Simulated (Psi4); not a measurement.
# [BH4]− (SMILES [H][B-]([H])([H])[H]): HF/STO-3G

What is the energy change on altering one bond length of [BH4]− at HF/STO-3G? 

Program for the calculation: Psi4 1.11.

### 1 The structure to begin with

The species is [BH4]− (5 atoms), meant as a singlet with charge -1. As SMILES, `[H][B-]([H])([H])[H]`. The coordinates come from a GFN2-xTB relaxation.

Bond lengths: B1–H2 1.229 Å, B1–H3 1.229 Å, B1–H4 1.229 Å, B1–H5 1.229 Å. Angles: H2–B1–H3 109.5°, H2–B1–H4 109.5°, H2–B1–H5 109.5°, H3–B1–H4 109.5°, H3–B1–H5 109.5°, H4–B1–H5 109.5°.

### 2 Energy and gradient at HF/STO-3G

The input, job.py:

```python
import psi4

psi4.set_memory('1600 MB')
psi4.set_num_threads(1)
psi4.core.set_output_file('run.log', False)

mol = psi4.geometry("""
-1 1
B      0.000000    -0.000190    -0.000050
H      0.011880    -0.020580     1.229120
H      1.154650     0.011840    -0.420810
H     -0.587600     1.007810    -0.387560
H     -0.578930    -0.998880    -0.420690
symmetry c1
no_reorient
no_com
""")

psi4.set_options({
    'reference': 'rhf',
    'puream': True,
    'e_convergence': 1e-09,
    'd_convergence': 1e-08,
    'scf_type': 'pk',
})

e_tot = psi4.gradient('scf/STO-3G', molecule=mol)
print('gradient / Eh bohr^-1')
print(e_tot.np.round(6))
for k, v in sorted(psi4.core.scalar_variables().items()):
    print(f'{k:45s} {v:18.10f}')
```

Launch:

```bash
$ python job.py
```

run.log:

```text
[...]
  Running in c1 symmetry.
[...]
  Nuclear repulsion =   10.192673175633665
[...]
  Multiplicity = 1
[...]
  Nalpha       = 5
  Nbeta        = 5
[...]
    Number of basis functions: 9
[...]
   @RHF iter   1:   -26.54443024687602   -1.36082e+00   6.86485e-03 DIIS/ADIIS
[...]
   @RHF iter   6:   -26.54744530102575   -2.84217e-14   8.01139e-10 DIIS
[...]
    Orbital Energies [Eh]
    ---------------------
    Doubly Occupied:
       1A     -6.957706     2A     -0.341901     3A     -0.080745
       4A     -0.080626     5A     -0.080567
[...]
  @RHF Final Energy:   -26.54744530102575
   => Energetics <=
    Nuclear Repulsion Energy =             10.1926731756336650
    One-Electron Energy =                 -58.3971471085468323
    Two-Electron Energy =                  21.6570286318874210
    Total Energy =                        -26.5474453010257463
[...]
 Multipole Moments:
 ------------------------------------------------------------------------------------
     Multipole            Electronic (a.u.)      Nuclear  (a.u.)        Total (a.u.)
 ------------------------------------------------------------------------------------
 L = 1.  Multiply by 2.5417464519 to convert [e a0] to [Debye]
 Dipole X            :          0.0000129           -0.0000000            0.0000129
 Dipole Y            :          0.0010911           -0.0014362           -0.0003451
 Dipole Z            :          0.0001780           -0.0003590           -0.0001811
 Magnitude           :                                                    0.0003899
[...]
  -Total Gradient:
     Atom            X                  Y                   Z
    ------   -----------------  -----------------  -----------------
       1        0.000009513600    -0.000326244385    -0.000152105959
       2        0.000277791664    -0.000484554720     0.028823733339
       3        0.026895767664     0.000296747436    -0.009816315252
       4       -0.013769485069     0.023646593113    -0.009108573878
       5       -0.013413587858    -0.023132541445    -0.009746738251
[...]
```

Standard output:

```text
gradient / Eh bohr^-1
[[ 1.0000e-05 -3.2600e-04 -1.5200e-04]
 [ 2.7800e-04 -4.8500e-04  2.8824e-02]
 [ 2.6896e-02  2.9700e-04 -9.8160e-03]
 [-1.3769e-02  2.3647e-02 -9.1090e-03]
 [-1.3414e-02 -2.3133e-02 -9.7470e-03]]
CURRENT ENERGY                                    -26.5474453010
CURRENT REFERENCE ENERGY                          -26.5474453010
DD SOLVATION ENERGY                                 0.0000000000
HF KINETIC ENERGY                                  27.5685737252
HF POTENTIAL ENERGY                               -54.1160190263
HF TOTAL ENERGY                                   -26.5474453010
HF VIRIAL RATIO                                     1.9629604188
NUCLEAR REPULSION ENERGY                           10.1926731756
ONE-ELECTRON ENERGY                               -58.3971471085
PCM POLARIZATION ENERGY                             0.0000000000
PE ENERGY                                           0.0000000000
SCF ITERATION ENERGY                              -26.5474453010
SCF ITERATIONS                                      6.0000000000
SCF TOTAL ENERGY                                  -26.5474453010
TWO-ELECTRON ENERGY                                21.6570286319
```

It took 2.1 s on 1 thread of Intel Xeon 6975P-C (Granite Rapids), shared host; peak memory 0.18 GiB.

### 3 The distorted shape: a single-point energy at HF/STO-3G

The input, job.inp:

```
memory 1600 mb

molecule {
  -1 1
  B      0.87521910     1.50944709     0.63582292
  H      0.89766904     1.47091557     2.95861758
  H      3.05719137     1.53218049    -0.15929824
  H     -0.23518398     3.41429102    -0.09646485
  H     -1.09401915    -1.88760963    -0.79498888
  units bohr
  symmetry c1
  no_reorient
  no_com
}

set {
  basis         STO-3G
  puream        true
  e_convergence 1e-09
  d_convergence 1e-08
  scf_type      pk
}

e, wfn = energy('scf', return_wfn=True)
print_variables()
```

Launch:

```bash
$ psi4 -i job.inp -o job.out -n 1
```

job.out:

```text
[...]
  Running in c1 symmetry.
[...]
  Nuclear repulsion =    8.998392957011783
[...]
  Multiplicity = 1
[...]
  Nalpha       = 5
  Nbeta        = 5
[...]
    Number of basis functions: 9
[...]
   @RHF iter   1:   -26.35385479461354   -1.34644e+00   7.74759e-03 DIIS/ADIIS
[...]
   @RHF iter   8:   -26.36092256508924   -7.10543e-14   5.17410e-10 DIIS
[...]
    Orbital Energies [Eh]
    ---------------------
    Doubly Occupied:
       1A     -7.064197     2A     -0.370483     3A     -0.143210
       4A     -0.143141     5A      0.070118
[...]
  @RHF Final Energy:   -26.36092256508924
   => Energetics <=
    Nuclear Repulsion Energy =              8.9983929570117827
    One-Electron Energy =                 -55.4168042466370991
    Two-Electron Energy =                  20.0574887245360785
    Total Energy =                        -26.3609225650892398
[...]
 Multipole Moments:
 ------------------------------------------------------------------------------------
     Multipole            Electronic (a.u.)      Nuclear  (a.u.)        Total (a.u.)
 ------------------------------------------------------------------------------------
 L = 1.  Multiply by 2.5417464519 to convert [e a0] to [Debye]
 Dipole X            :         -7.1846018            7.0017528           -0.1828490
 Dipole Y            :        -12.3926700           12.0770129           -0.3156571
 Dipole Z            :         -5.2199623            5.0869802           -0.1329821
 Magnitude           :                                                    0.3882749
[...]
```

Wall time 2.3 s (1 thread of Intel Xeon 6975P-C (Granite Rapids), shared host); peak memory 0.18 GiB.

### 4 What came out

At HF/STO-3G:

| quantity | value |
| --- | --- |
| first shape: total energy | -26.54745 Eh |
| first shape: HOMO energy | -2.19 eV |
| first shape: LUMO energy | 28.60 eV |
| first shape: HOMO–LUMO gap (to an unbound level, set by the basis) | 30.79 eV |
| first shape: largest force on an atom | 1.483 eV/Å |
| distorted shape: total energy | -26.36092 Eh |
| distorted shape: HOMO energy | 1.91 eV |
| distorted shape: LUMO energy | 15.57 eV |
| distorted shape: HOMO–LUMO gap (to an unbound level, set by the basis) | 13.66 eV |
| energy change with the B1–H5 bond stretched from 1.229 to 2.211 Å | 5.076 eV |

**Reading.** With the B1–H5 bond stretched from 1.229 to 2.211 Å the energy rises by 5.08 eV (117 kcal/mol). The first shape isn't relaxed at this level, so the change isn't measured from a minimum. The minimal basis adds a large error of its own. The largest force (first shape) is 1.48 eV/Å: the shape isn't a stationary point for this species at this level. The HOMO (distorted shape) lies at positive energy, 1.91 eV: the electron is unbound at this level or held by a compact basis; values depend on the basis.
